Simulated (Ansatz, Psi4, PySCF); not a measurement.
Species: NO2, net charge 0, doublet state. SMILES: [O]N=O
Coordinates optimised at B3LYP-D3(BJ)/def2-TZVP (Ansatz, an electronic-structure program):
```
N
O 1 1.1906
O 1 1.1906 2 134.41
```
Charge 0, spin multiplicity 2.

Property: atomisation energy, in kcal/mol. Set-up: non-relativistic; six Cartesian d functions in 6-31G* and its kin unless marked 5d; atomisation electronic, to ground-state atoms; 6-311+G** with 5d; LANL2DZ all-electron up to Ne; no spin-orbit coupling; frozen cores in correlated levels; no dispersion term unless named; UHF or UKS for open shells. Ab initio and DFT rows: single points at B3LYP-D3(BJ) geometries (Ansatz). A UHF reference is markedly spin-contaminated in at least one set, which strains HF and MP2.

```csv
level,program,atomisation energy (kcal/mol)
HF/3-21G,Ansatz,-30.2
HF/LANL2DZ,Ansatz,-29.2
HF/6-31G*,Ansatz,47.4
PBE/3-21G,Ansatz,218.5
PBE/LANL2DZ,Ansatz,209.9
PBE/def2-SVP,Ansatz,276.6
B3LYP/6-31G,Ansatz,177.7
B3LYP/6-31G*,Ansatz,229.7
PBE0/6-311+G**,Ansatz,227.1
M06-2X/6-311+G**,PySCF,215.7
wB97X-D/6-31G*,Psi4,227.7
MP2/6-31G*,Ansatz,214.0
MP2/6-311+G**,Ansatz,216.7
PBE/def2-TZVPD,Ansatz,269.5
r2SCAN-D4/def2-TZVPD,Ansatz + dftd4,238.5
B3LYP/def2-TZVPD,Ansatz,232.5
```

No value to compare with is used here. The 13 habitual levels span -30.2 (HF/3-21G) to 276.6 kcal/mol (PBE/def2-SVP); PBE/def2-TZVPD gives 269.5.

The levels are drawn from those run, B3LYP/6-31G* more often than the rest, none by its result; runs whose electronic state is in doubt are left out.
